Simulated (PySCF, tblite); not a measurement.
# C₅H₉ radical: geometry, infrared bands and EPR parameters

What infrared bands and EPR parameters should C₅H₉ radical (`[CH2]CCC=C`) show?

The runs use tblite 0.8.0 and PySCF 2.14.0, with density-fitted response routines of our own; the level of theory stands in each step. All values are computed, except where a source is named. Atoms are numbered from 0 throughout.

**1. The starting structure**

14 atoms, charge 0, multiplicity 2; geometry from: force field or distance geometry start.

Bonds of the start (Å): C0–C1 1.51, C1–C2 1.52, C2–C3 1.45, C3–C4 1.33, C0–H5 1.13, C0–H6 1.12, C1–H7 1.10, C1–H8 1.11, C2–H9 1.12, C2–H10 1.13, C3–H11 1.12, C4–H12 1.08, C4–H13 1.11.

**2. Relaxing the molecule with GFN2-xTB**

The job: settings as JSON, then the geometry in Å.

```
{"job": {"kind": "relax", "xc": "GFN2-xTB", "basis": "xTB"}, "charge": 0, "multiplicity": 2}
C     -1.917300    -0.280800     0.212800
C     -1.109400     0.838900    -0.406200
C      0.267900     0.371400    -0.845400
C      1.052700    -0.157000     0.249600
C      2.223300     0.309600     0.674600
H     -3.000200     0.012200     0.085700
H     -1.770600    -0.378200     1.315500
H     -1.702000     1.195700    -1.265400
H     -1.004000     1.613400     0.381700
H      0.095000    -0.423100    -1.614100
H      0.822600     1.234200    -1.307800
H      0.640200    -1.040800     0.796300
H      2.689700    -0.192300     1.510900
H      2.711500     1.176400     0.189500
```

Command:

```console
$ OMP_NUM_THREADS=1 python probes_run.py task.json out
```

This one command runs all jobs of the session in turn.

**Question.** This job is followed by: GFN2-xTB harmonic vibrations, gas phase; UKS B3LYP, pcH-1 on C H, non-relativistic, mean-field spin-orbit, GIAO. Predict these results of the whole session: strongest single infrared mode (GFN2-xTB); zero-point energy (GFN2-xTB); g(iso) (B3LYP); ⟨S²⟩; largest a(iso) (averaged by class); potential on the surface of density 0.002 e/bohr³, 1st and 99th percentile.

As calculated:

```
                                                                  quantity                 value
                                 strongest single infrared mode (GFN2-xTB)  3124 cm⁻¹, 52 km/mol
                                              zero-point energy (GFN2-xTB)         74.9 kcal/mol
                                                            g(iso) (B3LYP)               2.00262
                                                                      ⟨S²⟩    0.754 (exact 0.75)
                                        largest a(iso) (averaged by class)   13C on C0, 90.4 MHz
potential on the surface of density 0.002 e/bohr³, 1st and 99th percentile    -0.70 V and 0.67 V
```

What this shows: The optimisation took 109 steps and gained 0.647 eV; among the close pairs (by a distance rule), C0–H5 changed most, from 1.129 to 1.073 Å. All 36 modes are real, so the xTB geometry is a minimum. The strongest single mode, at 3124 cm⁻¹, moves mainly H12. Unscaled tight-binding wavenumbers are off by several per cent, some by more. Its intensities can rank the bands wrongly. C0 carries the largest spin population, 1.08 e. The isotropic g lies 0.3 ppt above the free-electron value. These values are for one conformer; the search (at its own cheap level) found 2 more, at 0.18, 0.20 kcal/mol, and measured spectra average over such forms.
